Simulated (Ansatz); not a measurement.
Single points on the cluster P₄.

```yaml
crystal:
  periodic: [false, false, false]
  atoms:
    - {symbol: P, position_ang: [-0.097177, 1.321135, 1.172890]}
    - {symbol: P, position_ang: [0.068052, -0.504226, -2.338568]}
    - {symbol: P, position_ang: [0.014196, -0.097165, -0.450814]}
    - {symbol: P, position_ang: [0.014939, -0.719744, 1.616502]}
basis:
  gaussian: {orbitals: def2-TZVP, initial_orbitals: start.molden}
hamiltonian: {xc: pbe0, dispersion: d4}
scf: {omitted_lower_state_checks: [starts]}
output: {orbitals: {seedname: orbitals}}
```

The file start.molden holds the orbitals of an earlier run on this structure, at another level or in another basis.

```sh
$ ansatz run in.yaml --threads 4 --pin off --events-out ev --progress --plain --max-ram 3916MiB
```

Shortened log:

```
Functional definition: PBE0
  name "PBE0"
  cite "Adamo & Barone, J. Chem. Phys. 110, 6158 (1999) doi:10.1063/1.478522"
  cite "Perdew, Burke & Ernzerhof, Phys. Rev. Lett. 77, 3865 (1996) doi:10.1103/PhysRevLett.77.3865"
  parent pbe
  parameter a = 0.25
  parameter kappa = 0.804
  parameter beta = 0.06672455060314922
  exchange = (1 - a)*pbe_x(kappa = kappa, mu = beta*pi^2/3) + a*exact_x
  correlation = pbe_c(beta = beta)
these checks for a lower state are left out or cut short: starts
1128 factors; their error is unknown
mean field evaluation 1: about -37140.2493 eV, gradient 7.4e0 eV
mean field evaluation 2: about -37140.3124 eV, gradient 5.9e-2 eV
mean field evaluation 4: about -37140.3526 eV, gradient 3.1e-5 eV
mean field -37140.35261337 eV, -1364.8827839061 hartree, gradient 3.4e-5 eV, S^2 0.000000; 0 other end points of the search recorded, 0 dependent functions left out
reference -37140.35263794 eV, -1364.8827848090 hartree; 30, 30 occupied and 118, 118 virtual orbitals, 1128 factors
Total energy: -37140.54696266 eV, -1364.8899261110 hartree
Checks for a lower state left out: starts
```

Hardware: 4 threads of Arm Neoverse V1 on a shared host. Wall time 3 s.

The first input with `hamiltonian: {xc: lda}` (abridged; 1.1 s):

```
Functional definition: SPW92
mean field -37018.30777706 eV, -1360.3977188967 hartree, gradient 1.7e-5 eV, S^2 0.000000
Total energy: -37018.30780775 eV, -1360.3977200245 hartree
Checks for a lower state left out: starts
```

As the first input, with `hamiltonian: {xc: {name: CAM-B3LYP}, dispersion: d4}` (abridged; 3.2 s):

```
Functional definition: CAM-B3LYP
mean field -37154.48702574 eV, -1365.4022139800 hartree, gradient 2.6e-5 eV, S^2 0.000000
Total energy: -37154.69201243 eV, -1365.4097471020 hartree
Checks for a lower state left out: starts
```

As the first input, with `hamiltonian: {xc: pbe, dispersion: d4}`, `output: {forces: true, orbitals: {seedname: orbitals}}` (abridged; 1.9 s):

```
Functional definition: PBE
mean field -37137.79240258 eV, -1364.7886978950 hartree, gradient 1.6e-5 eV, S^2 0.000000
Total energy: -37138.01935184 eV, -1364.7970381263 hartree
Atom 0 force    -0.020705     0.345260     0.039348 eV/Å
Atom 1 force     0.009020    -0.064636    -0.299309 eV/Å
Atom 2 force    -0.002959     0.016994     0.082798 eV/Å
Atom 3 force     0.014645    -0.297618     0.177163 eV/Å
Dipole moment:    -0.015191     0.112445     0.521245 e Å
Checks for a lower state left out: starts
```

First input, but with `hamiltonian: {xc: r2scan, dispersion: d4}` (abridged; 3.3 s):

```
Functional definition: r2SCAN
mean field -37151.66515600 eV, -1365.2985121798 hartree, gradient 1.5e-5 eV, S^2 0.000000
Total energy: -37151.71282358 eV, -1365.3002639311 hartree
Checks for a lower state left out: starts
```

The first input with `gaussian: {orbitals: def2-TZVPP, initial_orbitals: start.molden}`, `correlation: {method: ccsd_t}` and without the key `hamiltonian` (abridged; 20 s):

```
Functional definition: HF
mean field evaluation 16: about -37076.7754 eV, gradient 3.0e1 eV
mean field evaluation 32: about -37073.1162 eV, gradient 1.1e1 eV
mean field evaluation 64: about -37080.8136 eV, gradient 2.4e-1 eV
mean field evaluation 96: about -37080.1567 eV, gradient 5.7e-3 eV
mean field -37086.64208360 eV, -1362.9089583435 hartree, gradient 5.4e-6 eV, S^2 0.000000; 1 other end points of the search recorded, 0 dependent functions left out; unrestricted orbitals would lower it
determinant -37086.64208360 eV, -1362.9089583435 hartree, with singles and doubles -37103.15229049 eV, -1363.5156972556 hartree
determinant -37083.36818486 eV, -1362.7886447840 hartree, with singles and doubles -37100.00019992 eV, -1363.3998600637 hartree
20 core orbitals not correlated: weight in the atoms' cores, before any rotation towards them, 1.000 or more for the frozen orbitals, at most 0.000 for the correlated occupied ones
second order -15.72788058 eV of doubles, -0.00000000 eV of singles
cycle   1  -16.33900449 eV  change   -5.4e-1 eV  update   2.5e-2
cycle   2  -16.38682842 eV  change   -4.8e-2 eV  update   5.3e-3
cycle   3  -16.38015759 eV  change    6.7e-3 eV  update   2.6e-3
cycle   4  -16.38192281 eV  change   -1.8e-3 eV  update   1.2e-3
cycle   5  -16.38252401 eV  change   -6.0e-4 eV  update   6.9e-4
cycle   6  -16.38229983 eV  change    2.2e-4 eV  update   2.7e-4
cycle   7  -16.38238376 eV  change   -8.4e-5 eV  update   9.9e-5
cycle   8  -16.38244368 eV  change   -6.0e-5 eV  update   4.0e-5
cycle   9  -16.38242543 eV  change    1.8e-5 eV  update   1.5e-5
cycle  10  -16.38241553 eV  change    9.9e-6 eV  update   6.6e-6
perturbative correction -1.30473122 eV, -0.0479479878 hartree
Total energy: -37104.32923035 eV, -1363.5589489977 hartree
Checks for a lower state left out: starts
```

Geometry: B3LYP-D4/def2-TZVP.

Correlated methods freeze 20 core orbitals. The restricted singlet is unstable towards broken spin symmetry in Hartree–Fock (as tested in another run); at PBE0-D4/def2-TZVP, LDA (SPW92)/def2-TZVP, CAM-B3LYP-D4/def2-TZVP, PBE-D4/def2-TZVP and others this wasn't settled. At CCSD(T)/def2-TZVPP T1 of the charge 0 singlet is large (up to 0.022), so the single-reference result is doubtful. At CCSD(T)/def2-TZVPP the restricted singlet (for correlated methods, its reference) is unstable: a solution with broken spin symmetry lies lower. Another isomer (singlet) lies 3.43 eV lower at PBE0-D4/def2-TZVP; other spin states weren't run for this one.
